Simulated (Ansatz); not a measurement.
**Match the barriers**

Saddle point of CH$_{2}$OS, closed shell (CH₂OS ([O][CH][SH]) → CH₂OS ([OH][CH][S]); bonds formed: H1–O5; bonds broken: H1–S2), PBE0-D4/def2-TZVP structure:

H1  (-0.716, -0.993, -0.005)
S2  (0.755, -0.968, -0.749)
C3  (0.192, 0.395, 0.049)
H4  (0.710, 1.351, 0.141)
O5  (-0.941, 0.215, 0.563)
(Å)

Program: Ansatz 0.2.0. Basis: def2-TZVPP, with def2-QZVPP for the basis limit. Cores are frozen in the correlated methods. Extrapolation: Hartree–Fock as exp(−7.88 √X), correlation as X^−2.97. Four methods, as single points on the PBE0-D4 structures, gave these electronic barriers from the start structure: 92.2, 128.6, 135.5, 195.9 kJ/mol.

Problem. The methods were, in alphabetical order, CCSD(T), HF, PBE0-D4, SPW92. Which gave which? (Judge from chemistry; the calculation decides.)

Solution. By the calculation: SPW92 92.2; PBE0-D4 128.6; CCSD(T) 135.5; HF 195.9 kJ/mol. For comparison, CCSD(T) at an estimated basis limit (MP2 extrapolated from triple and quadruple zeta, plus CCSD(T) − MP2 in triple zeta) gives 132.2 kJ/mol.

T1 diagnostic: at most 0.023.

Labels in which every atom is bracketed show which atoms are joined, not bond orders.

For scale, one of the runs: CCSD(T)/def2-TZVPP, 132 basis functions, launched by `ansatz run in.yaml --threads 2 --pin off --events-out ev --progress --plain --max-ram 4352MiB`. The run took 9 s on 2 CPU threads of an Arm Neoverse V1 (shared host), with 0.66 GiB of host memory at its peak.
